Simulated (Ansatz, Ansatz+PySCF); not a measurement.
```yaml
atoms:
  - { symbol: C, position_ang: [-0.0022, 0.0013, -0.7179] }
  - { symbol: C, position_ang: [-0.0028, -0.0016, 0.7180] }
  - { symbol: C, position_ang: [-0.0075, 1.1093, -1.4824] }
  - { symbol: C, position_ang: [-0.0076, -1.1109, 1.4835] }
  - { symbol: H, position_ang: [-0.0087, -0.9725, -1.2219] }
  - { symbol: H, position_ang: [0.0012, 0.9691, 1.2131] }
  - { symbol: H, position_ang: [-0.0023, 1.0770, -2.5718] }
  - { symbol: H, position_ang: [-0.0038, 2.1157, -1.0273] }
  - { symbol: H, position_ang: [-0.0062, -1.0627, 2.5633] }
  - { symbol: H, position_ang: [-0.0042, -2.1042, 1.0132] }
```

RHF on singlet C4H6 was run in several spherical basis sets with Ansatz (development build ahead of 0.2.0).

Problem. Rank the basis sets by the total energy that they give, lowest first, with the distance from the lowest.
A. cc-pVDZ
B. def2-TZVP
C. 6-31G(d)
D. STO-3G
E. def2-SVP

Solution. B (0.00 eV), A (1.22 eV), C (1.69 eV), E (4.62 eV), D (53.43 eV).

Totals follow the description of the cores as much as that of the bonds, so this order isn't one of quality for chemistry.
